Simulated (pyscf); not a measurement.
Thermochemistry of product channels of H₂C=C=CH₂ on the singlet surface, in eV, from CCSD(T)/def2-TZVPP + ΔMP2(QZVPP) energies (ideal gas, 1 atm, RRHO with modes under 100 cm⁻¹ raised to 100, one conformer, R ln 2 for rigid chiral ones). Single points on ωB97X-D3(BJ)/def2-SVP structures (PySCF, gas phase). Correlated levels are frozen-core, on RHF or UHF. ΔMP2 is the change of the MP2 total energy from the triple- to the quadruple-zeta basis.

| products | ΔE | ΔH(298 K) | ΔG(298 K) | ΔG(600 K) |
|---|---|---|---|---|
| cyclic C₃H₄ (SMILES C1=CC1) | +0.96 | +0.98 | +0.98 | +0.99 |
| :HC–CH=CH₂ [singlet] | +2.67 | +2.63 | +2.56 | +2.49 |
| cyclic C₃H₄ (SMILES [C]1CC1) [singlet] | +2.91 | +2.86 | +2.85 | +2.84 |
| HC≡C–CH₃ | -0.06 | -0.03 | -0.04 | -0.05 |

These are energies of the channels, which say nothing of barriers. :HC–CH=CH₂ [singlet] is an excited spin state, 0.38 eV over the triplet at ωB97X-D3(BJ). 2 of the closed-shell references are unstable towards spin polarisation; treat their single-reference values with care. The CCSD(T) − MP2 part came from Ansatz, without density fitting, on the same reference.
